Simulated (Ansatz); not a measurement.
Correlation energies of `CN(C)C=S` by basis set

Z-matrix (Å, degrees):
```
C
N 1 1.441
H 1 1.094 2 110.2
H 1 1.089 2 108.5 3 -120.1
H 1 1.094 2 110.1 3 119.7
C 2 1.441 1 116.2 3 -61.6
C 2 1.335 1 122.4 3 117.9
H 6 1.089 2 109.8 1 179.9
H 6 1.095 2 110.6 1 -60.0
H 6 1.095 2 110.6 1 59.8
S 7 1.639 2 128.4 1 0.1
H 7 1.092 2 111.7 1 -180.0
```

The species carries charge 0 and has multiplicity 1. The structure was optimised at the PBE0-D4/def2-TZVP level. It is one conformer, not always the lowest. Frozen core, restricted reference, the Gaussian-basis code of Ansatz. CBS rows extrapolate triple and quadruple zeta; past MP2 they add the triple-zeta difference.

```tsv
basis	HF (Eh)	MP2 corr.
def2-SVP	-569.39219	-0.71620
def2-TZVPP	-569.72125	-0.89374
def2-QZVPP	-569.74067	-0.95569
```

Question: Estimate the CCSD correlation energy and the (T) correction in each basis where they were run (hartree).

Answer: 
```json
{"basis": "def2-SVP", "CCSD corr.": "-0.76892", "(T)": "-0.02720"}
{"basis": "def2-TZVPP", "CCSD corr.": "-0.93718", "(T)": "-0.04378"}
{"basis": "CBS(def2)", "CCSD corr.": "-1.04502", "(T)": "as TZ"}
```
